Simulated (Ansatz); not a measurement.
Ansatz (a first-principles code) input:
A basis named .json is the Basis Set Exchange file of that set.

Ansatz 0.2 input:
```yaml
crystal:
  periodic: [false, false, false]
  atoms:
    - {symbol: Si, position_ang: [0.00120404, 0.00180886, 1.38646730]}
    - {symbol: Si, position_ang: [-0.00120404, -0.00180886, -1.38646730]}
    - {symbol: H, position_ang: [0.00036886, 1.45904824, 1.58578438]}
    - {symbol: H, position_ang: [-1.25989583, -0.72729025, 1.58973123]}
    - {symbol: H, position_ang: [1.26366332, -0.72554387, 1.58753743]}
    - {symbol: H, position_ang: [-0.02742193, -1.45881578, -1.58576119]}
    - {symbol: H, position_ang: [-1.24993550, 0.74885627, -1.58757977]}
    - {symbol: H, position_ang: [1.27322108, 0.70374539, -1.58971209]}
basis:
  gaussian:
    orbitals: def2-QZVPP.json
    fitting: {mean_field: def2-universal-jkfit, correlation: def2-QZVPP-RIFIT.json}
total_charge: 1
magnetization: {spin_polarized: true, initial_magnetization: 1}
correlation: {method: mp2, electrons: outside_noble_gas}
```

Q: Which total energy does the run end on?

A: -581.31451 Eh (RI-MP2/def2-QZVPP). The basis has 320 functions.
